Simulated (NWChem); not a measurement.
# silicon monoxide (SiO, singlet); SMILES [Si]=O

Computed with NWChem. Medium grid unless said otherwise, to which SCAN and Minnesota functionals are sensitive. Low-valent species are run as closed-shell singlets; no triplet was tried in these runs. Structure relaxed at the PBE0-D3(BJ)/def2-TZVP level. Computed dipoles belong to the equilibrium geometry; the measured one is vibrationally averaged.

Measured dipole moment: 3.10 D (NIST CCCBDB, as tabulated in the package chemicals).

| level | dipole moment (D) | computed − measured |
|---|---|---|
| B3LYP/def2-TZVP | 3.10 | 0.00 |
| PBE/def2-TZVP | 2.78 | -0.32 |
| RPBE/def2-TZVP | 2.72 | -0.38 |
| LC-wPBE (HJS exchange hole, range parameter 0.4 per bohr)/def2-TZVP | 3.14 | +0.04 |
| OLYP/def2-TZVP | 2.74 | -0.36 |
| TPSS/def2-TZVP | 2.77 | -0.33 |
| r2SCAN0/def2-TZVP | 3.12 | +0.02 |
